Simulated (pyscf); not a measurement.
Single points on ωB97X-D3(BJ)/def2-SVP structures (PySCF, gas phase).

Q: Estimate by transition-state theory the rate constant of methane (CH₄) + H₃C–Ga(OH)–OH → H₃C–Ga(CH₃)–OH + water (H₂O) (singlet surface; C–H, Ga–O broken, C–Ga, H–O formed) at 1200 K, with ωB97M-D3(BJ)/def2-TZVP energies (ideal gas, 1 atm, RRHO with modes under 100 cm⁻¹ raised to 100, one conformer, R ln 2 for chiral ones without a mode under 150 cm⁻¹; no tunnelling).

A: The electronic barrier is 34.0 kcal/mol and the thermal terms add +35.0, so ΔG‡ = 69.0 kcal/mol. With k_BT/h = 2.50e+13 s⁻¹ and RT = 2.385 kcal/mol, and a volume of 1.64e-19 cm³ per molecule at 1 atm, k = 1.1e-18 cm³ molecule⁻¹ s⁻¹. Wigner's tunnelling factor for 1430i cm⁻¹ would be 1.12. A shift of 1 kcal/mol in the barrier changes k by a factor 1.5. On the product side the descent ends in an adduct with a Ga–O contact, 15.7 kcal/mol under the separated species and 28.9 kcal/mol under the saddle at ωB97X-D3(BJ)/def2-TZVP. What is counted as broken (Ga–O) persists as a longer contact in the product adduct; parting that adduct is a step of its own. One saddle was located; it need not be the lowest between these sides. Elements up to Kr have no core potential and no relativistic terms here.
